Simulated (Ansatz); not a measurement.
Results of r²SCAN+rVV10 in Ansatz (PAW) for hcp Mg.

The input as run:

Ansatz 0.2 input:
```yaml
crystal:
  lattice:
    - [1.5769795228, -2.7314086561, 0.0]
    - [1.5769795228, 2.7314086561, 0.0]
    - [0.0, 0.0, 5.1096006889]
  atoms:
    - { symbol: Mg, position: [0.3333333333, 0.6666666667, 0.25] }
    - { symbol: Mg, position: [0.6666666667, 0.3333333333, 0.75] }
basis:
  ecutwfc: 560
  ecutrho_ratio: 4
  xc_grid: 3
kpoints:
  mp_grid: { grid: [18, 18, 12] }
hamiltonian:
  xc: r2scan
  dispersion: rvv10
  pseudopotentials: { kind: paw }
scf:
  occupations: { method: fermi_dirac, width: 0.05 }
output:
  forces: true
  stress: true
  eigenvalues: true
relax:
  f_tol: 0.004
  escape_saddle: false
  max_steps: 80
  cell: { stress_tol: 0.02, fix: [volume] }
```

The run printed, among other lines:

```
Relaxation: its limit of steps is 80 (relax.max_steps)
Crystal: 2 atoms, lattice volume = 44.018 Å³
Basis set: ecut = 560 eV, 1315 PW (Γ), exchange–correlation on 75×75×120 points (27 copies of the dense FFT grid, shifted against one another)
Bands: 14, of which v1, the nominal top of the filled ones, is band 10 counted from 1 (9 counted from 0)
Symmetry: 24 space group operations
Space group: P63/mmc (ITA 194), of the structure as read, at distance tolerance 3.5e-5 Å
k-points: 259 of 3888
Functional: x = r2scan, c = r2scan + rvv10(b = 11.95, C = 0.0093); τ floored in thin density (d = 2e-4 eV/Å³)
SCF iter   1: F=—  HF=-3851.958392 eV  |F-HF|=—  |Δ(HF+E_count)|=         —  Δρ=7.40e-3  dr2=7.71e-3  dr2_τ=7.70e-4
SCF iter   2: F=—  HF=-3851.966477 eV  |F-HF|=—  |Δ(HF+E_count)|=   8.09e-3  Δρ=3.11e-3  dr2=1.95e-3  dr2_τ=5.48e-5
  ...
SCF 1 converged in 6 iterations: F = -3851.967066 eV  dr2 = 5.30e-11
Crystal: 2 atoms, lattice volume = 44.018 Å³
Initial density: handed on by an earlier stage of this run
SCF iter   2: F=—  HF=-3851.967066 eV  |F-HF|=—  |Δ(HF+E_count)|=   1.80e-8  Δρ=1.64e-7  dr2=1.34e-11  dr2_τ=1.52e-13
SCF iter   3: F=-3851.967066 eV  HF=-3851.967066 eV  |F-HF|=4.55e-13  |Δ(HF+E_count)|=  2.73e-12  Δρ=4.02e-8  dr2=7.42e-13  dr2_τ=2.77e-14
SCF 2 converged in 3 iterations: F = -3851.967066 eV  dr2 = 7.42e-13
SCF converged after 3 iterations
Free energy (F): -3851.967066 eV
Internal energy: -3851.961753 eV  (E = F + TS)
E sigma→0 (E₀):  -3851.964409 eV
Fermi energy:    5.999834 eV
--- Forces (eV/Å), atoms counted from 1 ---
  atom   1  Mg    -0.00000000     0.00000000     0.00000000
  atom   2  Mg     0.00000000     0.00000000     0.00000000
--- Stress (GPa, compression-positive) ---
        0.857901       0.000000       0.000000
        0.000000       0.857901       0.000000
        0.000000       0.000000       0.837349
  P = ⅓ Tr σ = 0.8511 GPa (8.511 kbar)
```

The cell is one volume of an energy–volume scan, off the minimum.

The PAW data were made under PBE.

Cost on a shared machine: around 40 core-seconds (rough).

Ansatz is a program for electronic structure.
